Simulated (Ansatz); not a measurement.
Geometry optimisation, Ansatz, RKS PBE/def2-SVP.

The input (input.yaml):

```yaml
crystal:
  periodic: [false, false, false]
  atoms:
    - { symbol: Si, position_ang: [0.160894, 0.023493, 0.113893] }
    - { symbol: H, position_ang: [0.489307, 0.022284, 1.527146] }
    - { symbol: H, position_ang: [1.602816, 0.022359, -0.047334] }
    - { symbol: Cl, position_ang: [-0.822408, 1.683282, -0.581527] }
    - { symbol: F, position_ang: [-0.600609, -1.310719, -0.424679] }
basis:
  gaussian: { orbitals: def2-SVP }
hamiltonian:
  xc: pbe
relax:
  f_tol: 0.03
  max_steps: 50
```

Launched with:

```bash
$ ansatz run input.yaml --threads 1 --pin off --max-ram 2048MiB --backend cpu --events-out ev --progress --plain --runs-dir out
```

Question: Where does it end, and by what steps?

Answer: It converged. After 4 steps the energy has fallen by 0.587 eV; H2 moved furthest, 0.32 Å.

| step | energy less start (eV) | largest force component (eV/Å) | accepted |
| --- | --- | --- | --- |
| 0 | 0.0000 | 1.648 | yes |
| 1 | -0.4888 | 0.551 | yes |
| 2 | -0.5797 | 0.229 | yes |
| 3 | -0.5862 | 0.077 | yes |
| 4 | -0.5866 | 0.030 | yes |

```xyz
5
Properties=species:S:1:pos:R:3
Si 0.250 0.023 0.177
H 0.199 0.023 1.670
H 1.641 0.023 -0.369
Cl -0.748 1.688 -0.529
F -0.511 -1.317 -0.362
```

Whether the end is a true minimum wasn't checked by a vibrational analysis.

The run took 8.1 s on 1 thread of Arm Neoverse V1, on a shared host, peak memory 0.12 GiB.
